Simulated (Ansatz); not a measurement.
# C2H9B: the cost of one run

Method: UKS r2SCAN/6-31G, in Ansatz 0.2.0.

**1. Starting point**

Bond lengths: B1–C2 1.853 Å, C2–C3 1.528 Å, B1–H4 1.166 Å, B1–H5 1.167 Å, B1–H6 1.251 Å, C2–H8 1.093 Å, C2–H9 1.091 Å, C3–H10 1.091 Å, C3–H11 1.092 Å, C3–H12 1.088 Å. Angles (14 of 18 angles, heavy atoms first): B1–C2–C3 116.5°, B1–C2–H8 113.2°, B1–C2–H9 101.9°, C3–C2–H8 110.6°, C3–C2–H9 107.8°, C2–B1–H4 111.2°, C2–B1–H5 110.8°, C2–B1–H6 49.3°, C2–C3–H10 110.9°, C2–C3–H11 112.0°, C2–C3–H12 110.4°, H8–C2–H9 105.8°, H4–B1–H5 123.1°, H4–B1–H6 118.8°.

Structure file:

```xyz
12

B    -0.4077    1.4361    0.1507
C     0.3695   -0.0793   -0.5785
C    -0.0512   -1.4185    0.0248
H    -1.5615    1.3061    0.2609
H     0.0873    2.4029   -0.2761
H     0.3480    0.5801    0.6629
H     0.2403    1.1223    1.4800
H     1.4581   -0.0135   -0.6480
H     0.0035   -0.0469   -1.6056
H     0.3318   -2.2498   -0.5682
H     0.3185   -1.5414    1.0446
H    -1.1364   -1.4981    0.0523
```

**2. Run 1**

150 steps of 0.5 fs at constant energy, with velocities drawn for 1000 K.

input.yaml

```yaml
crystal:
  periodic: [false, false, false]
  atoms:
    - { symbol: B, position_ang: [-0.4077, 1.4361, 0.1507] }
    - { symbol: C, position_ang: [0.3695, -0.0793, -0.5785] }
    - { symbol: C, position_ang: [-0.0512, -1.4185, 0.0248] }
    - { symbol: H, position_ang: [-1.5615, 1.3061, 0.2609] }
    - { symbol: H, position_ang: [0.0873, 2.4029, -0.2761] }
    - { symbol: H, position_ang: [0.348, 0.5801, 0.6629] }
    - { symbol: H, position_ang: [0.2403, 1.1223, 1.48] }
    - { symbol: H, position_ang: [1.4581, -0.0135, -0.648] }
    - { symbol: H, position_ang: [0.0035, -0.0469, -1.6056] }
    - { symbol: H, position_ang: [0.3318, -2.2498, -0.5682] }
    - { symbol: H, position_ang: [0.3185, -1.5414, 1.0446] }
    - { symbol: H, position_ang: [-1.1364, -1.4981, 0.0523] }
magnetization:
  spin_polarized: true
basis:
  gaussian: { orbitals: "6-31G" }
hamiltonian:
  xc: r2scan
md:
  timestep: 0.5
  n_steps: 150
  ensemble: nve
  temperature: 1000.0
  initial_velocities: maxwell_boltzmann
  seed: 418215
```

Launch:

```sh
> ansatz run input.yaml --threads 1 --pin off --max-ram 2048MiB --backend cpu --events-out ev --progress --plain --runs-dir out
```

Q: Estimate wall time and peak memory on 1 thread of Arm Neoverse N1, shared host.

About 16 min, with a peak of 0.16 GiB.
